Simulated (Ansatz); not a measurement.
System: hcp Cd. Method: PBE in Ansatz (plane waves, PAW).

Numerical settings: plane-wave cutoff 520 eV, 24×24×10 k mesh (along the axes of the cell as run), Fermi–Dirac smearing 0.05 eV, scalar-relativistic PAW data made under PBE.

Starting structure:

```
CELL_PARAMETERS angstrom
      2.98000     0.00000     0.00000
     -1.49000     2.58076     0.00000
      0.00000     0.00000     5.62000
ATOMIC_POSITIONS crystal
  Cd 0.66667 0.33333 0.75000
  Cd 0.33333 0.66667 0.25000
```

Problem. Into what structure does the relaxation of cell and atoms lead at this level, with the symmetry of the start kept?

Solution. The volume goes up by 5.9 %; final space group P6_3/mmc.
```
CELL_PARAMETERS angstrom
      3.01917     0.00000     0.00000
     -1.50959     2.61468     0.00000
      0.00000     0.00000     5.80036
ATOMIC_POSITIONS crystal
  Cd 0.66667 0.33333 0.75000
  Cd 0.33333 0.66667 0.25000
```

Ansatz is a first-principles code.
